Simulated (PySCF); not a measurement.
One ligand Y is varied and pulled off as a radical: Zn(OH)1–Y. Isolated molecules, 0 K electronic values unless said otherwise. One relaxed conformer stands for each flexible species; it need not be the lowest. Multiplicities are imposed; where one is given, others were not computed. Strings in code marks are SMILES.

Level of theory: PySCF with PBE-D3(BJ)/def2-TZVP // PBE-D3(BJ)/def2-SVP. All candidates: neutral, multiplicity 2. 

| Property | Value |
|---|---|
| highest occupied spin orbital | -5.38 eV |
| dipole moment | 0.00 D |

### Question
Say which member has these values.
A) `C[N]C`
B) `[CH3]`
C) `[NH2]`
D) `C[O]`

### Answer
B, `[CH3]`. The others give `C[O]`: -5.97 eV, 2.10 D; `C[N]C`: -5.56 eV, 1.70 D; `[NH2]`: -7.20 eV, 1.92 D
